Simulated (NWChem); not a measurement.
Correlation energy of ethylamine (C2H7N)

SMILES: NCC
```xyz
10

C      1.1899     0.4470     0.0113
C      0.0408    -0.5497    -0.1004
N     -1.2484     0.1290     0.0017
H      2.1650    -0.0508    -0.1121
H      1.0940     1.2331    -0.7539
H      1.1922     0.9402     0.9989
H      0.1907    -1.3575     0.6509
H      0.0857    -1.0440    -1.0869
H     -2.0130    -0.5374    -0.1092
H     -1.3597     0.5299     0.9348
```
Charge 0, spin multiplicity 1.

The numbers come from NWChem runs, not from measurements. The geometry was optimised at B3LYP/def2-SVP, a minimum by its harmonic frequencies. It is one conformer; others weren't searched.

Basis set: cc-pVDZ. Each correlation energy counts from its own Hartree-Fock reference.

```csv
method,correlation energy (mHa),difference from CCSD(T)
RI-MP2,-469.2,+57.1
MP2,-469.3,+57.0
SCS-MP2,-470.5,+55.8
CCSD,-512.9,+13.4
CCSD+T(CCSD),-526.6,-0.3
CCSD(T),-526.3,0.0
CR-CCSD[T],-523.4,+2.8
CR-CCSD(T),-523.2,+3.1
```

The values span 57.4 mHa, from CCSD+T(CCSD) (lowest) to RI-MP2 (highest). 

The correlated methods keep 3 core orbitals frozen. Differences from the coupled-cluster row are differences between methods, not errors against experiment.
